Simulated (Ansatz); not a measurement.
**Forces away from equilibrium**

C₂H₃Si (SMILES [CH-]=[Si]=C) (charge -1), closed shell, displaced at random from a GFN2-xTB minimum.

```
atom    x (Å)    y (Å)    z (Å)
  C1  -1.6242  -1.1027  -0.7325
 Si2  -0.3237  -0.1461  -0.1694
  C3   1.1188   0.6726   0.5203
  H4  -2.4233  -0.5968  -1.3325
  H5   2.1039   0.3627   0.1174
  H6   1.1798   0.7289   1.6373
```

Program: Ansatz 0.2.0. Basis: def2-TZVPPD. Cores are frozen in the correlated methods.

CCSD(T) forces from the calculation:
```
atom      Fx      Fy  Fz (eV/Å)
  C1  -0.160   0.579     -0.219
 Si2   0.212   0.310      0.074
  C3   0.247  -0.816      0.651
  H4   0.464  -0.411      0.364
  H5  -0.503   0.240     -0.047
  H6  -0.259   0.098     -0.822
```

(1) Which atom feels the largest CCSD(T) force, and how large is it?

The T1 diagnostic stays at or below 0.024. The restricted Hartree–Fock reference is unstable towards an unrestricted one here. These are differences at one structure, and CCSD(T) in triple zeta is itself an approximation.

## Answers

(1) C3, 1.07 eV/Å, along (0.23, -0.76, 0.61).

Root-mean-square difference of the force components from those of CCSD(T): PBE0-D4 0.206; wB97M-V 0.290; r2SCAN-D4 0.141; PBE-D4 0.145; LC-wPBE 0.457; SPW92 0.285 eV/Å.

For scale, one of the runs: CCSD(T)/def2-TZVPPD forces, 173 basis functions (an equivalent command: `ansatz run in.yaml --threads 4`). Time: 64 s of wall clock on 4 CPU threads; the host was shared. Peak host memory: 2.9 GiB.
